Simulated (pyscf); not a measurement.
Optimised with ωB97X-D3(BJ)/def2-SVP in PySCF.

Task: PBE/def2-TZVP puts the barrier of F–SnH₃ (SMILES [F][SnH3]) + SnH₄ (SMILES [SnH4]) → H₃Sn–SnH₃ (SMILES [SnH3][SnH3]) + HF (SMILES F) (four-centre exchange; singlet surface; F–Sn, H–Sn broken, Sn–Sn, F–H formed) at 26.7 kcal/mol and the reaction energy at -1.3 kcal/mol, from the separated reactants. What do r²SCAN/def2-TZVP, M06-2X/def2-TZVP, ωB97M-D3(BJ)/def2-TZVP give on the same structures?

Result: r²SCAN: ΔE‡ = 30.0 kcal/mol, ΔE = -0.1 kcal/mol; M06-2X: ΔE‡ = 36.3 kcal/mol, ΔE = +4.1 kcal/mol; ωB97M-D3(BJ): ΔE‡ = 35.0 kcal/mol, ΔE = -0.1 kcal/mol. PBE's barrier lies under all of them, by 3.2 to 9.5 kcal/mol. Its reaction energy lies under all of them, by 1.2 to 5.4 kcal/mol. Low barriers are usual for a GGA, whose delocalisation error favours stretched bonds. This is the saddle that the search found; another between the same sides may lie lower. Elements past Kr carry the def2 core potentials, without spin-orbit coupling.
